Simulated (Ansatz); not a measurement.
## Nudged elastic band run: C₂H₅NS₂

Input:

```yaml
crystal:
  periodic: [false, false, false]
  atoms:
    - { symbol: "N", position_ang: [-1.013973, -0.583398, -1.045861] }
    - { symbol: C, position_ang: [-0.202152, -0.828249, 0.06299] }
    - { symbol: S, position_ang: [1.681095, -0.657895, 0.020141] }
    - { symbol: C, position_ang: [0.367315, 0.284956, 0.850313] }
    - { symbol: S, position_ang: [-0.039524, 1.965081, 0.331864] }
    - { symbol: H, position_ang: [-0.716171, 0.237378, -1.56481] }
    - { symbol: H, position_ang: [-1.059842, -1.381165, -1.668736] }
    - { symbol: H, position_ang: [-0.498813, -1.709999, 0.625689] }
    - { symbol: H, position_ang: [0.360845, 0.165, 1.931367] }
    - { symbol: H, position_ang: [1.20452, 2.456992, 0.459943] }
basis:
  gaussian: { orbitals: "6-31G*" }
hamiltonian:
  xc: pbe0
  dispersion: d4
neb:
  order_check: false
  images: 5
  f_tol: 0.03
  max_iterations: 45
  final_atoms:
    - { symbol: "N", position_ang: [-0.72815491, -0.47147208, -1.24399214] }
    - { symbol: C, position_ang: [-0.15546486, -0.79564884, 0.02361113] }
    - { symbol: S, position_ang: [1.65126026, -0.94103808, 0.0914784] }
    - { symbol: C, position_ang: [0.50213596, 0.32706082, 0.7371159] }
    - { symbol: S, position_ang: [0.3736134, 1.94248284, -0.02284068] }
    - { symbol: H, position_ang: [-1.71444692, -0.24987978, -1.13325035] }
    - { symbol: H, position_ang: [-0.64810728, -1.2476047, -1.89215488] }
    - { symbol: H, position_ang: [-0.6640441, -1.52939191, 0.65662347] }
    - { symbol: H, position_ang: [0.42913156, 0.33993336, 1.82169883] }
    - { symbol: H, position_ang: [1.03737691, 2.57425938, 0.96461032] }
  initial_path:
    images:
      - { positions_ang: [[-1.013973, -0.583398, -1.045861], [-0.202152, -0.828249, 0.06299], [1.681095, -0.657895, 0.020141], [0.367315, 0.284956, 0.850313], [-0.039524, 1.965081, 0.331864], [-0.716171, 0.237378, -1.56481], [-1.059842, -1.381165, -1.668736], [-0.498813, -1.709999, 0.625689], [0.360845, 0.165, 1.931367], [1.20452, 2.456992, 0.459943]] }
      - { positions_ang: [[-0.95299154, -0.62515911, -1.10321499], [-0.21107015, -0.82475328, 0.06461915], [1.60370662, -0.62724724, 0.01048208], [0.36821274, 0.3108451, 0.85704397], [0.0222561, 1.97290783, 0.32359468], [-0.91880165, 0.23721264, -1.50503429], [-0.95085385, -1.42035643, -1.71475605], [-0.49893818, -1.69789936, 0.62650514], [0.34800427, 0.19506851, 1.94968378], [1.27377565, 2.42808235, 0.49397654]] }
      - { positions_ang: [[-0.89201008, -0.66692022, -1.16056898], [-0.2199883, -0.82125755, 0.0662483], [1.52631823, -0.59659949, 0.00082315], [0.36911048, 0.33673419, 0.86377494], [0.08403619, 1.98073466, 0.31532536], [-1.12143231, 0.23704728, -1.44525859], [-0.8418657, -1.45954785, -1.76077611], [-0.49906336, -1.68579973, 0.62732128], [0.33516353, 0.22513702, 1.96800055], [1.34303131, 2.39917269, 0.52801009]] }
      - { positions_ang: [[-0.83102862, -0.70868133, -1.21792296], [-0.22890644, -0.81776183, 0.06787745], [1.44892985, -0.56595173, -0.00883577], [0.37000822, 0.36262329, 0.8705059], [0.14581629, 1.98856148, 0.30705605], [-1.32406296, 0.23688192, -1.38548288], [-0.73287756, -1.49873928, -1.80679616], [-0.49918854, -1.67370009, 0.62813742], [0.3223228, 0.25520553, 1.98631733], [1.41228696, 2.37026304, 0.56204363]] }
      - { positions_ang: [[-0.79673738, -0.62961158, -1.22661269], [-0.20442592, -0.81039083, 0.05312201], [1.51637332, -0.69098051, 0.02460229], [0.4140508, 0.35076913, 0.82604257], [0.22174866, 1.97320193, 0.19709047], [-1.45419095, 0.07462802, -1.30140537], [-0.7046208, -1.41502775, -1.83524907], [-0.55414039, -1.62559737, 0.63763277], [0.35792572, 0.28344814, 1.9314445], [1.28731694, 2.43826182, 0.69623253]] }
      - { positions_ang: [[-0.76244615, -0.55054183, -1.23530241], [-0.17994539, -0.80301984, 0.03836657], [1.58381679, -0.8160093, 0.05804034], [0.45809338, 0.33891498, 0.78157924], [0.29768103, 1.95784239, 0.08712489], [-1.58431893, -0.08762588, -1.21732786], [-0.67636404, -1.33131623, -1.86370197], [-0.60909225, -1.57749464, 0.64712812], [0.39352864, 0.31169075, 1.87657166], [1.16234692, 2.5062606, 0.83042142]] }
      - { positions_ang: [[-0.72815491, -0.47147208, -1.24399214], [-0.15546486, -0.79564884, 0.02361113], [1.65126026, -0.94103808, 0.0914784], [0.50213596, 0.32706082, 0.7371159], [0.3736134, 1.94248284, -0.02284068], [-1.71444692, -0.24987978, -1.13325035], [-0.64810728, -1.2476047, -1.89215488], [-0.6640441, -1.52939191, 0.65662347], [0.42913156, 0.33993336, 1.82169883], [1.03737691, 2.57425938, 0.96461032]] }
```

Command:

```bash
$ ansatz run input.yaml --threads 1 --pin off --max-ram 2048MiB --backend cpu --events-out ev --progress --plain --runs-dir out
```

Output, in part (warnings, iteration lines, the closing report on the highest movable image, with atoms numbered from 0):

```
NEB end point (image 0): max|allowed force component| = 1.229e-2 eV/Å (the criterion of neb.relax_end_points is 1.000e-2)
NEB end point (image 6): max|allowed force component| = 6.380e-3 eV/Å (the criterion of neb.relax_end_points is 1.000e-2)
NEB iter   1: max|band force component| = 6.255e0 eV/Å  barrier→ = 1.5147 eV  barrier← = 1.3034 eV  Δτ_max = 0.1949 Å  (186 SCF iters)
NEB iter   2: max|band force component| = 3.166e0 eV/Å  barrier→ = 0.6383 eV  barrier← = 0.4270 eV  Δτ_max = 0.1407 Å  (148 SCF iters)
NEB iter   3: max|band force component| = 1.383e0 eV/Å  barrier→ = 0.4087 eV  barrier← = 0.1974 eV  Δτ_max = 0.1388 Å  (148 SCF iters)
NEB iter   4: max|band force component| = 3.443e-1 eV/Å  barrier→ = 0.3219 eV  barrier← = 0.1107 eV  CI = image 3  Δτ_max = 0.1816 Å  (146 SCF iters)
NEB iter   5: max|band force component| = 4.134e-1 eV/Å  barrier→ = 0.3456 eV  barrier← = 0.1343 eV  CI = image 3  Δτ_max = 0.0775 Å  (146 SCF iters)
NEB iter   6: max|band force component| = 2.295e-1 eV/Å  barrier→ = 0.3332 eV  barrier← = 0.1220 eV  CI = image 3  Δτ_max = 0.0940 Å  (149 SCF iters)
NEB iter   7: max|band force component| = 1.487e-1 eV/Å  barrier→ = 0.3248 eV  barrier← = 0.1135 eV  CI = image 3  Δτ_max = 0.0936 Å  (145 SCF iters)
NEB iter   8: max|band force component| = 1.022e-1 eV/Å  barrier→ = 0.3187 eV  barrier← = 0.1074 eV  CI = image 3  Δτ_max = 0.1193 Å  (146 SCF iters)
NEB iter   9: max|band force component| = 9.887e-2 eV/Å  barrier→ = 0.3141 eV  barrier← = 0.1028 eV  CI = image 3  Δτ_max = 0.1315 Å  (147 SCF iters)
NEB iter  10: max|band force component| = 6.448e-2 eV/Å  barrier→ = 0.3083 eV  barrier← = 0.0970 eV  CI = image 3  Δτ_max = 0.1861 Å  (147 SCF iters)
NEB iter  11: max|band force component| = 1.096e-1 eV/Å  barrier→ = 0.2908 eV  barrier← = 0.0795 eV  CI = image 3  Δτ_max = 0.0940 Å  (146 SCF iters)
NEB iter  12: max|band force component| = 1.513e-1 eV/Å  barrier→ = 0.2797 eV  barrier← = 0.0684 eV  CI = image 3  Δτ_max = 0.0469 Å  (141 SCF iters)
NEB iter  13: max|band force component| = 1.069e-1 eV/Å  barrier→ = 0.2736 eV  barrier← = 0.0624 eV  CI = image 3  Δτ_max = 0.0939 Å  (144 SCF iters)
NEB iter  14: max|band force component| = 6.029e-1 eV/Å  barrier→ = 0.2638 eV  barrier← = 0.0526 eV  CI = image 4  Δτ_max = 0.0937 Å  (146 SCF iters)
NEB iter  15: max|band force component| = 3.245e-1 eV/Å  barrier→ = 0.2718 eV  barrier← = 0.0605 eV  CI = image 3  Δτ_max = 0.0940 Å  (140 SCF iters)
NEB iter  16: max|band force component| = 6.357e-1 eV/Å  barrier→ = 0.2666 eV  barrier← = 0.0553 eV  CI = image 4  Δτ_max = 0.1839 Å  (141 SCF iters)
NEB iter  17: max|band force component| = 5.537e-1 eV/Å  barrier→ = 0.2676 eV  barrier← = 0.0564 eV  CI = image 4  Δτ_max = 0.1781 Å  (146 SCF iters)
NEB iter  18: max|band force component| = 4.338e-1 eV/Å  barrier→ = 0.2675 eV  barrier← = 0.0563 eV  CI = image 4  Δτ_max = 0.1724 Å  (135 SCF iters)
NEB iter  19: max|band force component| = 4.425e-1 eV/Å  barrier→ = 0.2675 eV  barrier← = 0.0562 eV  CI = image 4  Δτ_max = 0.0887 Å  (130 SCF iters)
NEB iter  20: max|band force component| = 4.813e-1 eV/Å  barrier→ = 0.2675 eV  barrier← = 0.0562 eV  CI = image 4  Δτ_max = 0.0437 Å  (135 SCF iters)
NEB iter  21: max|band force component| = 2.056e-1 eV/Å  barrier→ = 0.2675 eV  barrier← = 0.0562 eV  CI = image 4  Δτ_max = 0.0158 Å  (126 SCF iters)
NEB iter  22: max|band force component| = 1.031e-1 eV/Å  barrier→ = 0.2675 eV  barrier← = 0.0562 eV  CI = image 4  Δτ_max = 0.0181 Å  (116 SCF iters)
NEB iter  23: max|band force component| = 3.964e-2 eV/Å  barrier→ = 0.2675 eV  barrier← = 0.0562 eV  CI = image 4  Δτ_max = 0.0024 Å  (110 SCF iters)
NEB iter  24: max|band force component| = 1.718e-2 eV/Å  barrier→ = 0.2675 eV  barrier← = 0.0562 eV  CI = image 4  Δτ_max = 0.0000 Å  (239 SCF iters)
Total energy: -25302.67500360 eV, -929.8561556133 hartree
Atom 0 at    -0.682160    -0.574903    -1.244920 Å, force     0.000146     0.000172    -0.000059 eV/Å
Atom 1 at    -0.107240    -0.845241     0.007996 Å, force     0.000176     0.000087     0.000181 eV/Å
Atom 2 at     1.737237    -1.047014     0.121633 Å, force    -0.000043    -0.000038    -0.000081 eV/Å
Atom 3 at     0.620568     0.260016     0.678494 Å, force    -0.000145    -0.000046    -0.000043 eV/Å
Atom 4 at     0.663927     1.882494    -0.117656 Å, force     0.000061    -0.000056    -0.000081 eV/Å
Atom 5 at    -1.244084     0.269693    -1.242944 Å, force    -0.000091    -0.000070    -0.000052 eV/Å
Atom 6 at    -1.192053    -1.356649    -1.631705 Å, force    -0.000036    -0.000041     0.000055 eV/Å
Atom 7 at    -0.611710    -1.551728     0.670931 Å, force    -0.000039     0.000006    -0.000004 eV/Å
Atom 8 at     0.514582     0.339597     1.757578 Å, force     0.000017    -0.000063     0.000036 eV/Å
Atom 9 at     0.384234     2.572436     1.003494 Å, force    -0.000046     0.000050     0.000049 eV/Å
Dipole moment:    -0.733085     0.019611     0.335707 e Å
```

It converged. The profile has 2 maxima (images 2, 4) with wells between them (image 3): this band takes more than one step, which may be the mechanism or a detour left from its start path. A vibrational analysis at the climbing image gives one clearly imaginary mode, 197i cm⁻¹: a first-order saddle point.

Final band (atoms are numbered from 1 in the order of the input):

```json
{"image": "0", "path coordinate (Å)": "0.00", "energy (kJ/mol)": "0.0", "height of N1 over the plane of its neighbours (Å)": "0.34"}
{"image": "1", "path coordinate (Å)": "0.77", "energy (kJ/mol)": "5.7", "height of N1 over the plane of its neighbours (Å)": "0.35"}
{"image": "2", "path coordinate (Å)": "1.54", "energy (kJ/mol)": "11.8", "height of N1 over the plane of its neighbours (Å)": "0.34"}
{"image": "3", "path coordinate (Å)": "2.31", "energy (kJ/mol)": "5.0", "height of N1 over the plane of its neighbours (Å)": "0.27"}
{"image": "4", "path coordinate (Å)": "3.09", "energy (kJ/mol)": "25.8", "height of N1 over the plane of its neighbours (Å)": "-0.31"}
{"image": "5", "path coordinate (Å)": "3.71", "energy (kJ/mol)": "22.8", "height of N1 over the plane of its neighbours (Å)": "-0.35"}
{"image": "6", "path coordinate (Å)": "4.33", "energy (kJ/mol)": "20.4", "height of N1 over the plane of its neighbours (Å)": "-0.37"}
```

Time of the run: 7.7 min on 1 thread of Intel(R) Xeon(R) Platinum 8488C (Sapphire Rapids) (shared host), peak memory 0.21 GiB.
